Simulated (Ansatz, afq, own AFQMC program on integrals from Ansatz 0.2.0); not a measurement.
## Where AFQMC and coupled cluster stand for LiPH2, triplet

```xyz
4

P     0.0000    0.0241    0.4317
Li    0.0000   -0.0010   -2.2759
H     0.0000    0.4453    1.6220
H     0.0000   -1.1797    0.7830
```

Connectivity, by distances: PH2–Li.

Basis cc-pVDZ. Noble-gas cores (and the filled d shells of Ga–Kr and In–Xe) are frozen. Integrals, coupled cluster, full CI and functionals: Ansatz 0.2.0; the random walks run on the same integrals in our own AFQMC program. ph-AFQMC/CISD is guided by a CISD state made of CCSD amplitudes; releasing the constraint for a short imaginary time cuts its bias at the price of noise, slowly where states lie close. Free AFQMC starts from the CCSD state and is never constrained. Its projection time is finite, and what remains of the start isn't in its error. Error bars are statistical, one sigma.

Determinant: UHF, the one that the program's search chose, which needn't be the lowest solution. The geometry is a point of a scan.

No full CI on the walks' own integrals is used here; CCSDT(Q) serves as the reference and is uncertain by about the last step of the cluster series.

Cautions: lower spins were not checked.

The T1 diagnostic is 0.0160, the weight of the determinant in the CISD state is 0.924 and the ⟨S²⟩ of the determinant is 2.014. The size of the correlated space is 8 electrons in 36 orbitals.

```json
{"level": "MP2", "correlation energy (eV)": "-2.9752"}
{"level": "CCSD", "correlation energy (eV)": "-3.6641"}
{"level": "CCSD(T)", "correlation energy (eV)": "-3.7419"}
```

Question: Estimate where AFQMC with the constraint released lies against CCSD(T) on the same integrals.

Answer: 2.3 ± 0.6 kJ/mol below CCSD(T).

Reference: CCSDT(Q), correlation energy -3.761 eV. The released energy is read at 2.40 1/Eh (meV from the phaseless value at times in 1/Eh: -2 ± 6 at 0.24, -8 ± 4 at 0.51, -2 ± 6 at 0.99, -4 ± 7 at 1.62, -12 ± 6 at 2.40).

| level | E − E(reference) (kJ/mol) | share of correlation (%) |
| --- | --- | --- |
| CCSD(T) | 1.9 | 99.49 |
| CCSDT | 0.3 | 99.91 |
| ph-AFQMC/HF | 4.5 ± 3.1 | 98.76 |
| ph-AFQMC/CISD | 0.8 ± 0.4 | 99.79 |
| released AFQMC | -0.4 ± 0.6 | 100.11 |
| free AFQMC | 0.6 ± 0.9 | 99.85 |

Free projections are given only where their last times agree within the noise and don't stop above the reference; a slow remainder of the start can still hide under it. A walk keeps the symmetry of its determinant, which the program's search chose and which needn't be the lowest solution, so a lower state of the same spin and another symmetry isn't excluded. Released energies are given only where the last usable release times agree within the noise; a slower fall can still hide under it.
